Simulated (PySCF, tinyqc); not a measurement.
RKS/B3LYP (VWN-RPA form) in the sto-3g basis, for CH2, spin multiplicity 1, step by step. The lowest restricted solution is unstable here: a spin-polarised one lies 0.0296 hartree lower (PySCF). One step of it, computed by the program tinyqc.

Question. Orthogonalisation. S = U s U^T; symmetric (Loewdin) form X = U s^(-1/2) U^T, so that X^T S X = 1.

overlap S:
```
           1C 1s     1C 2s    1C 2px     1C 2py    1C 2pz     2H 1s      3H 1s
1C 1s   1.000000  0.248362  0.000000   0.000000  0.000000  0.042790   0.043454
1C 2s   0.248362  1.000000  0.000000   0.000000  0.000000  0.402014   0.405506
1C 2px  0.000000  0.000000  1.000000   0.000000  0.000000  0.000000   0.000000
1C 2py  0.000000  0.000000  0.000000   1.000000  0.000000  0.364347  -0.366655
1C 2pz  0.000000  0.000000  0.000000   0.000000  1.000000  0.182662   0.183822
2H 1s   0.042790  0.402014  0.000000   0.364347  0.182662  1.000000   0.080472
3H 1s   0.043454  0.405506  0.000000  -0.366655  0.183822  0.080472   1.000000
```

Give: eigenvalues of S; X.

Answer.

eigenvalues of S: 0.3850  0.4414  0.8875  1.0000  1.0826  1.4782  1.7253

X:
```
          1C 1s    1C 2s  1C 2px   1C 2py   1C 2pz    2H 1s    3H 1s
1C 1s    1.0265  -0.1474  0.0000   0.0001  -0.0080   0.0232   0.0233
1C 2s   -0.1474   1.1920  0.0000  -0.0015   0.0742  -0.2567  -0.2602
1C 2px   0.0000   0.0000  1.0000   0.0000   0.0000   0.0000   0.0000
1C 2py   0.0001  -0.0015  0.0000   1.1374  -0.0006  -0.2394   0.2420
1C 2pz  -0.0080   0.0742  0.0000  -0.0006   1.0328  -0.1142  -0.1155
2H 1s    0.0232  -0.2567  0.0000  -0.2394  -0.1142   1.1656  -0.0232
3H 1s    0.0233  -0.2602  0.0000   0.2420  -0.1155  -0.0232   1.1689
```
